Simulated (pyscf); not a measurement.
Elementary routes open to `[NH3]` + `[InH]` [singlet] in the gas phase (singlet surface):
A. `[NH2][InH2]` (H–N broken; In–N, H–In formed)
B. `[NH2][In]` [singlet] + `[H][H]` (H–In, H–N broken; In–N, H–H formed)

Structures and frequencies: ωB97X-D3(BJ)/def2-SVP in PySCF.

Q: Rank the routes by free-energy barrier at 600 K, lowest first, for ωB97M-D3(BJ)/def2-TZVP energies (ideal gas, 1 atm, RRHO with modes under 100 cm⁻¹ raised to 100, one conformer, R ln 2 for chiral ones without a mode under 150 cm⁻¹).

A: B (1.30 eV), A (2.79 eV)

Route B is the fastest of these, ahead of the next by 1.49 eV. The most stable products are those of B (ΔG = -0.35 eV), so kinetics and thermodynamics agree. At 1200 K B is still the fastest. A: On the reactant side the descent ends in a bound adduct (not fully relaxed), 0.55 eV under the separated species and 2.65 eV under the saddle at ωB97X-D3(BJ)/def2-TZVP. B: On the reactant side the descent ends in a bound adduct (not fully relaxed), 0.55 eV under the separated species and 1.11 eV under the saddle at ωB97X-D3(BJ)/def2-TZVP. Only these routes are compared; each barrier is that of the saddle found, and lower ones may exist. Elements past Kr carry the def2 core potentials, without spin-orbit coupling.
